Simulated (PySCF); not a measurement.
CHN, SMILES [NH+]#[C-]. Heavy atoms are numbered as in [C-:1]#[NH+:2]. Hydrogens are named by the atom that carries them.

The structure is a stationary point at B3LYP-D3(BJ)/def2-TZVPD.

These are PySCF with B3LYP/pcSseg-2 values and carry that method's errors.

GIAO shieldings, no solvent; atoms alike by connectivity are averaged. δ = σ(ref) − σ: ¹³C against TMS (σ = 181.3 ppm); ¹⁵N against NH3 (σ = 260.3 ppm); ¹H against TMS (σ = 31.68 ppm), references at their B3LYP-D3(BJ)/def2-TZVP geometries, non-relativistic.

| atoms | nucleus | count | δ (ppm) |
|---|---|---|---|
| C1 | ¹³C | 1 | [?] |
| N2 (NH) | ¹⁵N | 1 | 170.7 |
| H on N2 | ¹H | 1 | 3.77 |

**Question.** Complete the blanks. (The exact figures need the calculation; the answer reports its results.)

**Answer.** 
- C1, δ (ppm): 180.8
